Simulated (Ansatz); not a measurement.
**BH₃O (triplet): from Hartree-Fock to the top rungs, def2-TZVPP**

An exercise on one series of results from a longer session: the logs are not shown, and one member is left open.

Method: def2-TZVPP, core rule «outside noble gas», up to 2 orbitals frozen; program: Ansatz 0.2.0, Gaussian basis.

To be run: UHF; ROHF; CCSD(T) on UHF.

2 further runs of the same task are left out: 2 set aside as unsound or not needed.

## The system

The geometry is a PBE0/def2-TZVP stationary point (not a proven minimum) of the parent state, kept for this charge and spin.

5 atoms, charge 0, spin multiplicity 3.

Atoms are counted from 1 here; the program's logs count them from 0.

Bond lengths: B1–O2 1.348 Å, B1–H3 1.202 Å, B1–H4 1.196 Å, O2–H5 0.961 Å. Angles: O2–B1–H3 120.6°, O2–B1–H4 116.8°, H3–B1–H4 122.6°, B1–O2–H5 113.5°.

Set-up of the first run:

The input, in.yaml:

```yaml
crystal:
  periodic: [false, false, false]
  atoms:
    - {symbol: B, position_ang: [0.000000, 0.059110, 0.740549]}
    - {symbol: O, position_ang: [0.000000, -0.099827, -0.597826]}
    - {symbol: H, position_ang: [0.000000, 1.158248, 1.226704]}
    - {symbol: H, position_ang: [0.000000, -0.937399, 1.402080]}
    - {symbol: H, position_ang: [0.000000, 0.729726, -1.082284]}
basis:
  gaussian: {orbitals: def2-TZVPP}
magnetization: {spin_polarized: true, initial_magnetization: 2}
hamiltonian: {xc: hf}
output: {orbitals: {seedname: orbitals}}
```

Started as:

```
> ansatz run in.yaml --threads 1 --pin off --events-out ev --progress --plain --max-ram 4096MiB --backend cpu
```

Steps of the session up to this table: UHF; ROHF; CCSD(T) on UHF.

One of the session's tables, all rows but one given; the rest of the session is left out.

It belongs to the step «Misses and costs». 

```
  method  from UCCSD(T) (kJ/mol)
    ROHF                 +1019.2
     UHF                       ?
    UMP2                   +84.0
   UCCSD                   +37.5
UCCSD(T)                       0
```

Q: Estimate the row for UHF from the others.

As computed: from UCCSD(T) (kJ/mol): +1001.7. In the column «from UCCSD(T) (kJ/mol)» it lies between UMP2 (+84.0) and ROHF (+1019.2).
